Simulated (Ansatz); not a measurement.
bcc Mo, treated with HSE06 (Ansatz, an electronic-structure program, PAW).

Settings: plane-wave cutoff 500 eV, 12×12×12 k mesh, Fermi–Dirac smearing 0.1 eV, no spin polarisation, scalar-relativistic PAW data made under PBE.

Computed at the level's own relaxed cell.

### Question
Estimate the volume per atom and lattice parameter a that the calculation returns.

### Answer

* **volume per atom**: 15.38 Å³/atom
* **lattice parameter a**: 3.133 Å

Measured, for comparison: equilibrium volume per atom 15.49 Å³/atom, lattice constant a 3.141 Å (static lattice: zero-point anharmonic expansion removed; as tabulated in Mejia-Rodriguez and Trickey (2018), arXiv:1807.09216). Computed (rounded) less measured: equilibrium volume per atom -0.7 %, lattice constant a -0.3 %.

Note: exact exchange on metals is sensitive to the k mesh and can open a false gap; the run warned that the count of filled bands differs between k points.

The computed numbers hold no vibrational or temperature effects.
